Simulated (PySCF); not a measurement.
Computed with PySCF 2.14.0 with PBE-D3(BJ)/def2-TZVP // PBE0-D4/def2-TZVP. Gas-phase values, no solvent. 

Reference species (SMILES): `[CH2]C` (neutral, multiplicity 2).

highest occupied spin orbital: -4.54 eV

Changed species: `[CH2]C=C` (radical fragment; the reference has radical fragment).

Q: What does the change do to the highest occupied spin orbital?

A: the highest occupied spin orbital falls by 0.15 eV, to -4.69 eV.
